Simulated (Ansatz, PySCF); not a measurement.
Molecule: ClF, charge 0, multiplicity 1. 
Structure (B3LYP-D3(BJ)/def2-TZVP (Ansatz, a quantum-chemistry and plane-wave program) minimum search):
```xyz
2

F      0.0000     0.0000    -1.0729
Cl     0.0000     0.0000     0.5680
```

Wanted: atomisation energy (electronic, to ground-state atoms); the coupled-cluster value holds the core correlation from cc-pwCVTZ, in kJ/mol. Valence correlation only, unless marked. UHF or UKS for open shells. No spin-orbit coupling. Non-relativistic. CBS(X,Y): correlation extrapolated as X^-3; Hartree-Fock from the larger set (for Q and 5 zeta extrapolated as (X+1)exp(-9√X)).

Level to compare with: CCSD(T)/CBS(cc-pV(Q+d)Z,cc-pV(5+d)Z) plus the core term (Ansatz), 262.7 kJ/mol. It is a level with limits of its own, and the differences hold the functionals' basis error too.

Rank these functionals by how close they come to CCSD(T)/CBS(cc-pV(Q+d)Z,cc-pV(5+d)Z), closest first: B97M-V/def2-TZVPD (Ansatz); PBE/def2-TZVPD (Ansatz); TPSS/def2-TZVPD (PySCF).

B97M-V/def2-TZVPD (meta-GGA with VV10, 259.3 kJ/mol, difference -3.4), TPSS/def2-TZVPD (meta-GGA, 277.3 kJ/mol, difference 14.6), PBE/def2-TZVPD (GGA, 300.7 kJ/mol, difference 38.0)
